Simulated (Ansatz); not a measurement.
# C4H9F: up Jacob's ladder to CCSD(T)

How much do the methods differ for C4H9F? The plan is to run it at one geometry with functionals of several rungs and with coupled cluster. The yardstick is the atomisation energy at the CCSD(T) limit.

The runs use Ansatz 0.2.0, Gaussian basis; functionals in def2-TZVPP, the program's frozen cores in correlated methods.

Plan: PBE-D4, r2SCAN-D4, PBE0-D4, B3LYP-D4, ωB97X-V, ωB97M-V, B2PLYP; CCSD(T)/def2-TZVPP; MP2/def2-QZVPP; extrapolation to the limit.

## 1. The geometry

An earlier PBE0-D4 in a triple-zeta def2 set relaxation fixed the geometry.

14 atoms, charge 0, spin multiplicity 1.

Atoms are counted from 1 here; the program's logs count them from 0.

Bond lengths: C1–C2 1.522 Å, C1–H6 1.095 Å, C1–H7 1.093 Å, C1–H8 1.092 Å, C2–C3 1.520 Å, C2–C4 1.512 Å, C2–H9 1.097 Å, C3–H10 1.093 Å, C3–H11 1.095 Å, C3–H12 1.091 Å, C4–F5 1.385 Å, C4–H13 1.095 Å, C4–H14 1.097 Å. Angles: C2–C1–H6 110.9°, C2–C1–H7 111.8°, C2–C1–H8 110.7°, H6–C1–H7 107.9°, H6–C1–H8 107.5°, H7–C1–H8 107.8°, C1–C2–C3 111.7°, C1–C2–C4 109.3°, C1–C2–H9 108.7°, C3–C2–C4 111.3°, C3–C2–H9 108.7°, C4–C2–H9 107.1°, C2–C3–H10 110.9°, C2–C3–H11 110.6°, C2–C3–H12 111.2°, H10–C3–H11 107.7°, H10–C3–H12 108.2°, H11–C3–H12 108.0° and more.

As a file:

```
atom     x (Å)     y (Å)     z (Å)
  C1  -0.58316  -0.68251   1.15633
  C2   0.09532   0.31417   0.22786
  C3   1.37224  -0.25359  -0.37094
  C4  -0.87719   0.73285  -0.85135
  F5  -0.32401   1.70732  -1.66559
  H6  -0.86794  -1.59025   0.61507
  H7  -1.48551  -0.26528   1.61097
  H8   0.09053  -0.97932   1.96276
  H9   0.34575   1.21451   0.80225
 H10   2.09197  -0.50421   0.41183
 H11   1.16077  -1.16805  -0.93466
 H12   1.84194   0.45994  -1.04962
 H13  -1.79317   1.14760  -0.41820
 H14  -1.14116  -0.11928  -1.48922
```

## 2. PBE-D4 (GGA)

The input, in.yaml:

```yaml
crystal:
  periodic: [false, false, false]
  atoms:
    - {symbol: C, position_ang: [-0.583156, -0.682513, 1.156330]}
    - {symbol: C, position_ang: [0.095322, 0.314175, 0.227855]}
    - {symbol: C, position_ang: [1.372238, -0.253587, -0.370939]}
    - {symbol: C, position_ang: [-0.877188, 0.732854, -0.851351]}
    - {symbol: F, position_ang: [-0.324015, 1.707322, -1.665590]}
    - {symbol: H, position_ang: [-0.867935, -1.590252, 0.615071]}
    - {symbol: H, position_ang: [-1.485505, -0.265282, 1.610972]}
    - {symbol: H, position_ang: [0.090532, -0.979321, 1.962761]}
    - {symbol: H, position_ang: [0.345754, 1.214508, 0.802251]}
    - {symbol: H, position_ang: [2.091973, -0.504210, 0.411834]}
    - {symbol: H, position_ang: [1.160773, -1.168050, -0.934657]}
    - {symbol: H, position_ang: [1.841939, 0.459941, -1.049618]}
    - {symbol: H, position_ang: [-1.793167, 1.147596, -0.418201]}
    - {symbol: H, position_ang: [-1.141163, -0.119281, -1.489220]}
basis:
  gaussian: {orbitals: def2-TZVPP}
hamiltonian: {xc: pbe, dispersion: d4}
output: {forces: true, orbitals: {seedname: orbitals}}
```

Further steps of the session: r2SCAN-D4 (meta-GGA); PBE0-D4 (hybrid); B3LYP-D4 (hybrid); ωB97X-V (range-separated); ωB97M-V (range-separated); B2PLYP (double hybrid); CCSD(T) in def2-TZVPP; MP2 in def2-QZVPP.

Before running them: what should the planned runs give, taken together? Wanted: atomisation energy, CCSD(T)/CBS; farthest; mean size of error, hybrid; mean size of error, range-separated; gap, smallest and largest; T1 diagnostic; triples share of the correlation energy.

As calculated:

| quantity | value |
| --- | --- |
| atomisation energy, CCSD(T)/CBS | 5485.2 kJ/mol |
| functionals within 27.4 kJ/mol (0.5 %) | r2SCAN-D4, B3LYP-D4, ωB97X-V, ωB97M-V |
| farthest | PBE-D4 (+100.1 kJ/mol) |
| mean size of error, hybrid | 14.7 kJ/mol |
| mean size of error, range-separated | 9.6 kJ/mol |
| gap, smallest and largest | 7.84 eV (PBE-D4), 14.50 eV (ωB97X-V) |
| T1 diagnostic | 0.0094 |
| triples share of the correlation energy | 3.4 % |

**Reading.** PBE-D4 is off by +100.1 kJ/mol. Double hybrids carry the basis error of their MP2 part in triple zeta, and no dispersion term here, so their miss is partly the set-up's. Misses under about 27.4 kJ/mol are within the doubt on the reference itself, which lacks core-valence correlation, relativity and higher excitations. Hartree-Fock recovers 75 % of the binding; the rest is correlation. Orbital gaps span 7.8 to 14.5 eV; exact exchange widens them.
